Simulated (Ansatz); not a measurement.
# Worked example: vertical ionisation energy of PH3F+ (SMILES F[PH3+])

PH3F+: 5 atoms, total charge +1, spin state singlet. SMILES: `F[PH3+]`. The shape is that of a GFN2-xTB optimisation.

Both states at this one shape; open shells run unrestricted unless said. 1 Eh = 27.2114 eV.

```tsv
level	program	singlet PH3F+ (Eh)	doublet [PH3F]2+ (Eh)
SVWN5/STO-3G	Ansatz	-435.424742	-434.738805
BHLYP/STO-3G	Ansatz	-437.378139	-436.689615
MP2/STO-3G, 6 core orbitals frozen	Ansatz	-436.506809	-435.853548
```

Work out the vertical ionisation energy at each level.


1. SVWN5/STO-3G: -434.738805 − (-435.424742) = 0.685937 Eh = 18.67 eV.
2. BHLYP/STO-3G: -436.689615 − (-437.378139) = 0.688524 Eh = 18.74 eV.
3. MP2/STO-3G: -435.853548 − (-436.506809) = 0.653261 Eh = 17.78 eV.

No measured value is set beside it here; the levels span 17.78 to 18.74 eV. Minimal sets are far from the basis-set limit.
